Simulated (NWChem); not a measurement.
## Correlation energy of B (+1)

```
B
```
Charge +1, spin multiplicity 1.

All runs are NWChem calculations.

Basis set: cc-pVDZ. Each correlation energy counts from its own Hartree-Fock reference.

The correlated methods keep 1 core orbital frozen. Coupled-cluster values serve here as a point of comparison, not as the truth.

**Question.** Order these methods by the correlation energy they give, lowest first: CR-CCSD(T), RI-MP2, SCS-MP2.

**Answer.** CR-CCSD(T) (-58.5 mHa), SCS-MP2 (-39.0 mHa), RI-MP2 (-32.5 mHa)
